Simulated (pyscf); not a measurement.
Optimised with ωB97X-D3(BJ)/def2-SVP in PySCF.

Problem. Cl–Ge•(Cl)–Cl (SMILES [Cl][Ge]([Cl])[Cl]) + H₂ (SMILES [H][H]) → HCl (SMILES Cl) + Cl–Ge:–Cl (SMILES [Cl][Ge][Cl]) [singlet] + H• (SMILES [H])
Surface: doublet. Broken: Cl–Ge, H–H. Formed: Cl–H. Give ΔE‡ and ΔE from ωB97M-D3(BJ)/def2-TZVP, relative to the separated reactants.

Solution. ΔE‡ = 48.5 kcal/mol, ΔE = +49.9 kcal/mol. Zero-point energy shifts the barrier by -1.5 kcal/mol. It is a concerted fragmentation, with an imaginary mode of 450i cm⁻¹. On the product side the descent ends in a complex (not fully relaxed), 6.6 kcal/mol under the separated species and 3.0 kcal/mol under the saddle at ωB97X-D3(BJ)/def2-TZVP. At ωB97M-D3(BJ) the saddle lies under the separated products, which points to a path from their complex (located at ωB97X-D3(BJ) alone), and parting the products costs more than the saddle. At ωB97X-D3(BJ)/def2-TZVP the barrier from the zero used here is 51.0 kcal/mol. The same reactants have a lower exit, to Cl–GeH(Cl)–Cl + H• (barrier +27.5 kcal/mol at ωB97M-D3(BJ)/def2-TZVP, against +48.5 kcal/mol here). One saddle was located; it need not be the lowest between these sides. Elements up to Kr have no core potential and no relativistic terms here.
